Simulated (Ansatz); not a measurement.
AlH5NP, SMILES `N[PH][AlH2]`. Charge 0, multiplicity 1.

```
atom   x (Å)   y (Å)   z (Å)
  N1  -1.051  -0.091  -1.225
  P2  -0.838  -0.436   0.436
 Al3   1.434  -0.230   0.826
  H4  -1.966  -0.318  -1.581
  H5  -0.724   0.786  -1.599
  H6  -1.233   0.739   1.151
  H7   1.884  -0.116   2.345
  H8   2.494  -0.334  -0.351
```

Problem. List the harmonic frequencies (cm⁻¹, unscaled) at PBE0-D4/def2-TZVP in Ansatz. (An estimate is asked.)

Solution. The calculation gave: 133, 181, 252, 403, 435, 485, 516, 631, 760, 842, 910, 1009, 1608, 1912, 1926, 2306, 3579, 3675.

Problem. Is this a minimum?

Solution. Yes, all 18 modes are real.

Problem. Give the ideal-gas thermochemistry at 298.15 K and 1 bar (rigid rotor, harmonic oscillator; point group C1, symmetry number 1).

Solution. Zero-point energy 129.0 kJ/mol; H(298) − E = 147.2 kJ/mol; entropy 313.9 J/(mol·K), of which translation 163.0, rotation 104.4, vibration 46.5; G(298) − E = 53.6 kJ/mol.

Problem. Rotational constants (cm⁻¹)?

Solution. 0.5449, 0.1234, 0.1038.
